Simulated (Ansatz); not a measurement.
How far each method lies from full CI for AlSi⁺, quintet

Geometry: that of the AlSi, quartet, kept fixed. The triplet lies 1.7 eV lower here.

```yaml
atoms:
  - { symbol: Si, position_ang: [0.0000, 0.0000, 0.0000] }
  - { symbol: Al, position_ang: [0.0000, 0.0000, 2.4162] }
```

Basis cc-pVDZ; Ansatz 0.2.0. Only valence electrons are correlated (noble-gas cores frozen), which leaves 6 electrons in 26 orbitals. R marks a restricted (for open shells ROHF) determinant, U an unrestricted one. Active spaces: valence = (6e, 8o) chosen from the atoms' valence shells.

Full CI is exact within this basis and frozen core; it isn't the basis-set limit. The frozen core follows each run's orbitals, which can shift R against U totals by a few meV.

For open shells CISD and CISDTQ are restricted-active-space CI with the open shells as a complete middle space.

- UHF ⟨S²⟩: 6.002
- T1 diagnostic (RCCSD): 0.0514
- largest doubles amplitude (RCCSD): 0.082
- T1 diagnostic (UCCSD): 0.0565

```json
{"level": "UHF", "E − E(RHF) (eV)": "-0.0175"}
{"level": "RMP2", "E − E(RHF) (eV)": "-1.8225"}
{"level": "UMP2", "E − E(RHF) (eV)": "-1.8016"}
{"level": "RCCSD", "E − E(RHF) (eV)": "-2.3972"}
{"level": "UCCSD", "E − E(RHF) (eV)": "-2.3970"}
{"level": "RCCSD(T)", "E − E(RHF) (eV)": "-2.5262"}
{"level": "UCCSD(T)", "E − E(RHF) (eV)": "-2.5257"}
```

(1) Estimate how far full CI in cc-pVDZ lies from RCCSD(T). The table doesn't fix it; the size of (T) and the diagnostics are the guide.

(1) Full CI in cc-pVDZ lies 5.3 kJ/mol below RCCSD(T), which is 43 % of the (T) step (-12.4 kJ/mol). T1 is raised, and the rest is a large part of (T). The miss exceeds 1 kcal/mol.

The other levels:

```json
{"level": "CISD", "E − E(full CI) (kJ/mol)": "15.6", "share of correlation (%)": "93.72", "wall time": "1.4 s"}
{"level": "BCCD(T)", "E − E(full CI) (kJ/mol)": "5.2", "share of correlation (%)": "97.90", "wall time": "2 s"}
{"level": "RCCSDT", "E − E(full CI) (kJ/mol)": "0.9", "share of correlation (%)": "99.64", "wall time": "–"}
{"level": "UCCSDT", "E − E(full CI) (kJ/mol)": "0.8", "share of correlation (%)": "99.67", "wall time": "–"}
{"level": "CISDTQ", "E − E(full CI) (kJ/mol)": "0.1", "share of correlation (%)": "99.95", "wall time": "19 s"}
{"level": "RCCSDT(Q)", "E − E(full CI) (kJ/mol)": "0.1", "share of correlation (%)": "99.96", "wall time": "6 s"}
{"level": "UCCSDT(Q)", "E − E(full CI) (kJ/mol)": "-0.1", "share of correlation (%)": "100.03", "wall time": "5.5 s"}
{"level": "CASSCF (valence space)", "E − E(full CI) (kJ/mol)": "136.0", "share of correlation (%)": "45.39", "wall time": "–"}
{"level": "NEVPT2 (valence space)", "E − E(full CI) (kJ/mol)": "38.8", "share of correlation (%)": "84.42", "wall time": "1.6 s"}
{"level": "MRCISD (valence space)", "E − E(full CI) (kJ/mol)": "6.0", "share of correlation (%)": "97.59", "wall time": "–"}
{"level": "MRCISD+Q (valence space)", "E − E(full CI) (kJ/mol)": "0.1", "share of correlation (%)": "99.96", "wall time": "2.8 s"}
```

The correlation energy at full CI, counted from RHF, is -2.581 eV. That run took 45 s on 1 thread of Arm Neoverse N1, shared host over 429,776 determinants.

Times hold each run's SCF and search for its determinant on a shared host, so for small cases they say little of a method's own cost; they ran on 1 thread of Arm Neoverse N1.

The full-CI state has the irrep A2 of C2v, in the program's axes (one component, if the state is degenerate).

Natural occupations of full CI about the gap: 1.909 1.012 0.978 0.965 0.965 0.040 0.040 0.028 0.010 0.010; effectively unpaired electrons, Σ n²(2−n)², 4.04.
